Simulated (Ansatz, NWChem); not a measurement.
## Heat of formation of C3H6O (allyl alcohol) from total energies

The species is C3H6O (10 atoms), meant as a singlet with charge 0. As SMILES, `C=CCO`. The shape is that of a PBE0-D4/def2-TZVP optimisation. This is one conformer, not always the lowest.

Total energies at r2SCAN/cc-pVDZ (NWChem 7.3.0); the atoms run unrestricted:

```
species    state  energy (Eh)
  C3H6O  singlet  -193.010566
      C  triplet   -37.826273
      O  triplet   -75.032248
      H  doublet    -0.499208
```

Harmonic wavenumbers at PBE0-D4/def2-TZVP, in cm⁻¹: 120, 335, 346, 449, 673, 928, 948, 970, 1037, 1087, 1154, 1229, 1310, 1352, 1408, 1453, 1494, 1724, 3012, 3083, 3147, 3161, 3238, 3853.

Measured heats of formation of the gaseous atoms at 298.15 K, in kJ/mol: C 716.9, O 249.2, H 218.0. Spin-orbit lowering of the atoms at 298 K (mean of the ground term's levels less their thermal mean, from spectra), in kJ/mol: C 0.02, O 0.40. Take 1 Eh = 2625.50 kJ/mol, 1 cm⁻¹ = 0.0119627 kJ/mol, RT = 2.479 kJ/mol.

Q: What heat of formation follows?

A: 
1. Electronic atomisation energy: 3 × (-37.826273) + (-75.032248) + 6 × (-0.499208) − (-193.010566) = 1.504251 Eh = 3949.4 kJ/mol.
2. Zero-point energy: half the sum of the wavenumbers, 18755.5 cm⁻¹ = 224.4 kJ/mol.
3. Thermal vibrational enthalpy, Σ hcν̃/(exp(hcν̃/kT) − 1): 5.5 kJ/mol. Translation, rotation and pV of a non-linear molecule: 4 RT = 9.9 kJ/mol.
4. The 10 free atoms carry 5/2 RT each: 62.0 kJ/mol.
5. Spin-orbit coupling lowers the free atoms by 3 × 0.02 + 0.40 = 0.5 kJ/mol.
6. Atomisation enthalpy at 298 K: 3949.4 − 0.5 − 224.4 − 5.5 − 9.9 + 62.0 = 3771.1 kJ/mol.
7. Sum of the atoms' heats of formation: 3707.9 kJ/mol. Heat of formation: 3707.9 − 3771.1 = -63.2 kJ/mol.

The tabulated value is -124.5 kJ/mol (CRC Handbook of Chemistry and Physics), so this level is off by +61.3 kJ/mol, or 1.6 % of the atomisation enthalpy that the table implies (3832.3 kJ/mol). Anharmonicity and any spin-orbit splitting of the molecule are left out.
